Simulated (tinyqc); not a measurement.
G0W0 on RHF in the sto-3g basis, for BH2+, spin multiplicity 1, step by step (part 2 of 2). Computed by tinyqc, a small Python program that keeps every step (integrals from PySCF). Command: `OMP_NUM_THREADS=1 python tinyqc.py 21987 21988 out.jsonl` (the two numbers bound the seeds that draw the settings). One thread of a shared host (Intel(R) Xeon(R) Processor @ 2.60GHz), about 0.1 s of CPU time with the checks.

Geometry (angstrom):
```
atom         x          y         z
B     0.000000   0.000000  0.000000
H     0.000000   1.092000  0.365000
H     0.000000  -1.092000  0.365000
```

## Screening: direct RPA

orbital energies (hartree): MO1 -7.960415, MO2 -1.017778, MO3 -0.900015, MO4 -0.222660, MO5 -0.186428, MO6 0.240128, MO7 0.483219

Two-electron integrals over orbitals (pq|rs), unique and non-zero (hartree):
```
(11|11) 2.890902    (21|11) -0.261092   (21|21) 0.037309    (22|11) 0.629024
(22|21) -0.008971   (22|22) 0.478234    (31|31) 0.009473    (32|31) 0.016712
(32|32) 0.151665    (33|11) 0.582088    (33|21) -0.004103   (33|22) 0.479071
(33|33) 0.503094    (41|11) 0.106736    (41|21) -0.013250   (41|22) 0.010822
(41|33) 0.005280    (41|41) 0.024273    (42|11) -0.048499   (42|21) 0.005180
(42|22) 0.020959    (42|33) 0.014416    (42|41) 0.017349    (42|42) 0.071118
(43|31) -0.001604   (43|32) 0.016404    (43|43) 0.026106    (44|11) 0.724221
(44|21) -0.011671   (44|22) 0.459235    (44|33) 0.445742    (44|41) -0.010963
(44|42) -0.060347   (44|44) 0.592860    (51|51) 0.021694    (52|51) 0.022127
(52|52) 0.075596    (53|53) 0.020686    (54|51) -0.008984   (54|52) -0.023961
(54|54) 0.038378    (55|11) 0.742005    (55|21) -0.009946   (55|22) 0.477526
(55|33) 0.453007    (55|41) 0.003653    (55|42) -0.024117   (55|44) 0.516676
(55|55) 0.586773    (61|11) -0.216763   (61|21) 0.032585    (61|22) -0.004455
(61|33) -0.002446   (61|41) -0.003842   (61|42) 0.011172    (61|44) -0.013336
(61|55) -0.005788   (61|61) 0.031667    (62|11) 0.188930    (62|21) -0.007704
(62|22) 0.035376    (62|33) 0.000985    (62|41) 0.010709    (62|42) 0.000333
(62|44) 0.069179    (62|55) 0.093222    (62|61) -0.002348   (62|62) 0.086086
(63|31) -0.000328   (63|32) -0.076511   (63|43) -0.017795   (63|63) 0.080094
(64|11) 0.059896    (64|21) 0.000764    (64|22) 0.022223    (64|33) 0.004676
(64|41) 0.011287    (64|42) 0.025291    (64|44) 0.016849    (64|55) 0.025463
(64|61) 0.005595    (64|62) 0.041293    (64|64) 0.033873    (65|51) 0.018768
(65|52) 0.056100    (65|54) -0.011377   (65|65) 0.048780    (66|11) 0.605075
(66|21) -0.007660   (66|22) 0.480831    (66|33) 0.482549    (66|41) 0.019471
(66|42) 0.052994    (66|44) 0.425158    (66|55) 0.454325    (66|61) 0.000532
(66|62) 0.013959    (66|64) 0.025373    (66|66) 0.526099    (71|31) 0.015260
(71|32) 0.023152    (71|43) -0.003207   (71|63) 0.000318    (71|71) 0.024821
(72|31) 0.007393    (72|32) -0.019736   (72|43) -0.024159   (72|63) 0.051971
(72|71) 0.011495    (72|72) 0.052951    (73|11) 0.221021    (73|21) -0.006894
(73|22) 0.038795    (73|33) 0.026609    (73|41) -0.001453   (73|42) -0.040867
(73|44) 0.103525    (73|55) 0.102067    (73|61) -0.006567   (73|62) 0.071791
(73|64) 0.021220    (73|66) -0.007151   (73|73) 0.103076    (74|31) -0.007653
(74|32) -0.057422   (74|43) 0.011298    (74|63) 0.031958    (74|71) -0.011587
(74|72) 0.001895    (74|74) 0.042745    (75|53) 0.016899    (75|75) 0.018501
(76|31) 0.011777    (76|32) 0.127975    (76|43) 0.025728    (76|63) -0.088784
(76|71) 0.016357    (76|72) -0.044892   (76|74) -0.047775   (76|76) 0.135859
(77|11) 0.686419    (77|21) -0.010691   (77|22) 0.482959    (77|33) 0.506163
(77|41) 0.002727    (77|42) -0.001447   (77|44) 0.478568    (77|55) 0.474756
(77|61) -0.009098   (77|62) 0.003422    (77|64) -0.001451   (77|66) 0.496369
(77|73) 0.036334    (77|77) 0.541354
```

With D = e_a - e_i and K = (ia|jb): diagonalise D^(1/2) (D + 4K) D^(1/2) = Z w^2 Z^T; X + Y = D^(1/2) Z w^(-1/2), each column of Z with its largest component positive (the first on a tie); E_c = (sum w - tr (D + 2K)) / 2.

D^(1/2) (D + 4K) D^(1/2) (hartree^2):
```
           1>4        1>5        1>6        1>7        2>4       2>5        2>6        2>7
1>4  60.624133   0.000000  -0.122421   0.000000   0.172126  0.000000   0.133638   0.000000
1>5   0.000000  61.109479   0.000000   0.000000   0.000000  0.225011   0.000000   0.000000
1>6  -0.122421   0.000000  68.287666   0.000000   0.114108  0.000000  -0.030167   0.000000
1>7   0.000000   0.000000   0.000000  72.133272   0.000000  0.000000   0.000000   0.163689
2>4   0.172126   0.000000   0.114108   0.000000   0.858403  0.000000   0.001334   0.000000
2>5   0.000000   0.225011   0.000000   0.000000   0.000000  0.942531   0.000000   0.000000
2>6   0.133638   0.000000  -0.030167   0.000000   0.001334  0.000000   2.015484   0.000000
2>7   0.000000   0.000000   0.000000   0.163689   0.000000  0.000000   0.000000   2.570913
3>4   0.000000   0.000000   0.000000  -0.030680   0.000000  0.000000   0.000000  -0.097439
3>5   0.000000   0.000000   0.000000   0.000000   0.000000  0.000000   0.000000   0.000000
3>6   0.000000   0.000000   0.000000   0.003941   0.000000  0.000000   0.000000   0.271950
3>7  -0.019012   0.000000  -0.088470   0.000000  -0.171434  0.000000   0.378791   0.000000

           3>4       3>5        3>6        3>7
1>4   0.000000  0.000000   0.000000  -0.019012
1>5   0.000000  0.000000   0.000000   0.000000
1>6   0.000000  0.000000   0.000000  -0.088470
1>7  -0.030680  0.000000   0.003941   0.000000
2>4   0.000000  0.000000   0.000000  -0.171434
2>5   0.000000  0.000000   0.000000   0.000000
2>6   0.000000  0.000000   0.000000   0.378791
2>7  -0.097439  0.000000   0.271950   0.000000
3>4   0.529541  0.000000  -0.062553   0.000000
3>5   0.000000  0.568250   0.000000   0.000000
3>6  -0.062553  0.000000   1.665202   0.000000
3>7   0.000000  0.000000   0.000000   2.483648
```

excitation energies w (hartree): 0.722962  0.753824  0.915637  0.970407  1.261305  1.345830  1.628402  1.645220  7.786077  7.817309  8.263773  8.493154

X + Y:
```
            1         2          3          4          5          6          7          8
1>4  0.000000  0.000000  -0.007978   0.000000   0.000000  -0.005749   0.000000  -0.001246
1>5  0.000000  0.000000   0.000000  -0.010585   0.000000   0.000000   0.000000   0.000000
1>6  0.000000  0.000000  -0.004653   0.000000   0.000000  -0.000944   0.000000   0.003436
1>7  0.001129  0.000000   0.000000   0.000000   0.001448   0.000000  -0.005247   0.000000
2>4  0.000000  0.000000   0.925380   0.000000   0.000000   0.065907   0.000000  -0.056102
2>5  0.000000  0.000000   0.000000   0.925576   0.000000   0.000000   0.000000   0.000000
2>6  0.000000  0.000000  -0.043185   0.000000   0.000000   0.848051   0.000000   0.418599
2>7  0.059816  0.000000   0.000000   0.000000  -0.294851   0.000000   0.923487   0.000000
3>4  0.966139  0.000000   0.000000   0.000000  -0.023387   0.000000  -0.033566   0.000000
3>5  0.000000  0.972945   0.000000   0.000000   0.000000   0.000000   0.000000   0.000000
3>6  0.056216  0.000000   0.000000   0.000000   0.914867   0.000000   0.224633   0.000000
3>7  0.000000  0.000000   0.137464   0.000000   0.000000  -0.478941   0.000000   0.801623

             9        10         11         12
1>4   0.996759  0.000000  -0.015420   0.000000
1>5   0.000000  0.997218   0.000000   0.000000
1>6   0.016350  0.000000   0.996038   0.000000
1>7   0.000000  0.000000   0.000000   0.997078
2>4   0.000930  0.000000   0.000513   0.000000
2>5   0.000000  0.001220   0.000000   0.000000
2>6   0.000912  0.000000  -0.000193   0.000000
2>7   0.000000  0.000000   0.000000   0.000990
3>4   0.000000  0.000000   0.000000  -0.000122
3>5   0.000000  0.000000   0.000000   0.000000
3>6   0.000000  0.000000   0.000000   0.000024
3>7  -0.000145  0.000000  -0.000551   0.000000
```

RPA correlation energy = -0.04402501 hartree

## G0W0 on Hartree-Fock: HOMO

W(p,q,m) = sqrt2 sum_ia (pq|ia) (X+Y)_ia,m; Sigma_c(x) = sum_(i,m) W^2/(x - e_i + w_m) + sum_(a,m) W^2/(x - e_a - w_m); solve x = e_p + Sigma_c(x) by Newton steps; Z = 1/(1 - dSigma/dx); 1 hartree = 27.211386 eV.

The 12 largest terms at x = e_p (hartree; W for the signs of X + Y given):
```
q  m          W       term
7  8   0.162566  -0.008726
2  5  -0.091256   0.006039
6  7   0.094161  -0.003203
6  5   0.082546  -0.002837
2  7  -0.051032   0.001491
4  1   0.032206  -0.000741
4  7  -0.038420  -0.000640
3  3   0.023935   0.000626
7  3  -0.037769  -0.000621
5  2   0.028463  -0.000552
3  8   0.029584   0.000532
2  1   0.014698   0.000257
```

Newton steps (hartree):
```
step          x  Sigma_c(x)         Z
0     -0.900015   -0.008288  0.986684
1     -0.908193   -0.008177  0.986647
2     -0.908192   -0.008177  0.986647
```

quasiparticle energy of the HOMO = -24.713177 eV

Hartree-Fock value = -24.490661 eV

## G0W0 on Hartree-Fock: LUMO

As before.

The 12 largest terms at x = e_p (hartree; W for the signs of X + Y given):
```
q  m          W       term
4  8   0.163058  -0.016161
4  3  -0.062863  -0.004316
2  3   0.084837   0.004207
2  8  -0.051751   0.001097
6  8   0.046502  -0.001026
5  4  -0.031229  -0.000969
6  3   0.034538  -0.000865
7  5   0.040160  -0.000820
6  6   0.037408  -0.000774
3  1   0.032206   0.000741
3  7  -0.038420   0.000640
2  6   0.034553   0.000558
```

Newton steps (hartree):
```
step          x  Sigma_c(x)         Z
0     -0.222660   -0.017826  0.978715
1     -0.240107   -0.017450  0.979075
2     -0.240110   -0.017450  0.979076
```

quasiparticle energy of the LUMO = -6.533725 eV

Hartree-Fock value = -6.058894 eV
